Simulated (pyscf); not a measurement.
PySCF, gas phase, ωB97X-D3(BJ)/def2-SVP geometries. MP2 and CC: frozen core, UHF for open shells. ΔMP2 is the change of the MP2 total energy from the triple- to the quadruple-zeta basis.

SMILES: CB(N)C
```xyz
12

C     -0.6163    -2.0047    -0.8652
B     -0.4435    -0.5873    -0.1654
C      1.0035     0.0462     0.0172
N     -1.5747     0.1093     0.2920
H     -0.0197    -2.7699    -0.3387
H     -1.6587    -2.3605    -0.9136
H     -0.2226    -1.9696    -1.8963
H      1.5042     0.1484    -0.9614
H      1.6418    -0.6273     0.6156
H      1.0053     1.0354     0.5041
H     -2.5179    -0.2480     0.2029
H     -1.5223     1.0152     0.7413
```
Charge 0, spin multiplicity 1.

Q: What is the homolytic dissociation enthalpy (298 K, CCSD(T)/def2-TZVPP + ΔMP2(QZVPP)) of the B–N bond of H₃C–B(CH₃)–NH₂, to [H₃C–B–CH₃]• + NH₂•?

A: B–N to [H₃C–B–CH₃]• + NH₂•: 5.89 eV. The radicals are drawn with the spin at the cut bond; how far it spreads was not checked. Other isomers of [H₃C–B–CH₃]• were not searched in full and may lie lower. The CCSD(T) − MP2 part came from Ansatz, without density fitting, on the same reference.
